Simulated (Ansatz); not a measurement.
Species: CH$_{3}$O, SMILES `C[O]` (charge 0, multiplicity 2).

Give a relaxed geometry from Ansatz (a quantum-chemistry and plane-wave program) with B3LYP-D3(BJ)/def2-TZVP.

the end point of this relaxation (outside a Z-matrix the atoms follow the SMILES, hydrogens last).
Cartesian coordinates (Å) in one orientation:
```xyz
5

C     -0.040     0.033     0.019
O      1.317    -0.037     0.123
H     -0.558    -0.122     0.976
H     -0.391     0.943    -0.487
H     -0.328    -0.816    -0.632
```
